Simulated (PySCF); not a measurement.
Isomers of C5H10: computed energies against enthalpies of formation

**Experimental background.**

CRC Handbook of Chemistry and Physics lists, for the gas at 298.15 K: enthalpy of formation of `C1CCCC1` (cyclopentane) -76.4 kJ/mol; enthalpy of formation of `CC=C(C)C` (2-methyl-2-butene) -41.7 kJ/mol; enthalpy of formation of `C=C(C)CC` (2-methyl-1-butene) -35.2 kJ/mol; enthalpy of formation of `C/C=C/CC` (trans-2-pentene) -31.9 kJ/mol; enthalpy of formation of `C=CC(C)C` (3-methyl-1-butene) -27.5 kJ/mol; enthalpy of formation of `C=CCCC` (1-pentene) -21.1 kJ/mol; enthalpy of formation of `CC1(C)CC1` (1,1-dimethylcyclopropane) -8.2 kJ/mol.

The results are set against them at the end.

Differences of these values give the isomerisation enthalpies. Geometries: PBE0-D3(BJ)/def2-TZVP; runs in PySCF, gas phase, with a dispersion term only where the level names one. Total electronic energies (Eh):

```tsv
SMILES	PBE0-D3(BJ)/def2-TZVP
C1CCCC1	-196.39003
CC=C(C)C	-196.37001
C=C(C)CC	-196.36654
C/C=C/CC	-196.36614
C=CC(C)C	-196.36276
C=CCCC	-196.36150
CC1(C)CC1	-196.36212
```

Zero-point and thermal terms are left out, so the computed numbers are electronic energies.

## Comparison

Relative to `C1CCCC1`, the lowest by measurement, in kJ/mol (measured: enthalpies at 298.15 K; computed: electronic energies):

```json
{"SMILES": "C1CCCC1", "measured": "0.0", "PBE0-D3(BJ)/def2-TZVP": "0.0"}
{"SMILES": "CC=C(C)C", "measured": "34.7", "PBE0-D3(BJ)/def2-TZVP": "52.6"}
{"SMILES": "C=C(C)CC", "measured": "41.2", "PBE0-D3(BJ)/def2-TZVP": "61.7"}
{"SMILES": "C/C=C/CC", "measured": "44.5", "PBE0-D3(BJ)/def2-TZVP": "62.7"}
{"SMILES": "C=CC(C)C", "measured": "48.9", "PBE0-D3(BJ)/def2-TZVP": "71.6"}
{"SMILES": "C=CCCC", "measured": "55.3", "PBE0-D3(BJ)/def2-TZVP": "74.9"}
{"SMILES": "CC1(C)CC1", "measured": "68.2", "PBE0-D3(BJ)/def2-TZVP": "73.3"}
```

Measured values: -76.4 kJ/mol (298.15 K; CRC Handbook of Chemistry and Physics) for the first row; the others come from the same table. Mean unsigned miss over the other isomers: PBE0-D3(BJ)/def2-TZVP 17.3 kJ/mol. One conformer stands for `C=C(C)CC`, `C/C=C/CC`, `C=CC(C)C` and `C=CCCC`, not necessarily the lowest, while the measurement averages over conformers. Where a level misses, the cause wasn't examined.
